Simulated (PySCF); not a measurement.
**Partners of formaldehyde**

Gas-phase complexes of formaldehyde, each in one structure from a short search with a few starts, optimised by PBE0-D3(BJ)/def2-SVPD or PBE0-D3(BJ)/def2-TZVPD; other ways of binding may lie lower. Energies in kcal/mol, wB97M-D3(BJ)/def2-TZVPD, counterpoise-corrected (PySCF): interaction is complex less parts frozen as they stand in it, binding adds what it costs to deform them. Contacts are written partner···formaldehyde; electrostatic, Pauli and orbital are terms of the uncorrected same energy, whose rest is dispersion or correlation.

2 other partners are left out, for which the search missed the form known or expected to bind best.

Frequency runs check only 3 of the 6 structures; these show no clear imaginary mode. 1 further partner within 0.25 kcal/mol of a listed one is not ranked.

(1) Order these partners of formaldehyde by binding energy, strongest first: formaldehyde, acetonitrile, selenium difluoride, ammonia, beryllium hydride, bromine.

Answers

(1) beryllium hydride (-13.6), selenium difluoride (-7.4), acetonitrile (-4.8), formaldehyde (-4.4), ammonia (-3.8), bromine (-3.4).
```csv
partner,contact,distance (Å),binding,interaction,electrostatic,Pauli,orbital
beryllium hydride,Be···O,1.63,-13.6,-22.2,-44.5,57.8,-34.5
selenium difluoride,Se···O,2.44,-7.4,-8.6,-22.7,28.8,-13.4
acetonitrile,N···H,2.50,-4.8,-4.8,-5.9,4.1,-1.6
formaldehyde,O···C,2.63,-4.4,-4.5,-7.8,8.2,-3.4
ammonia,H···O,2.29,-3.8,-3.8,-5.8,4.6,-1.6
bromine,Br···O,2.69,-3.4,-3.5,-9.6,11.9,-5.0
```
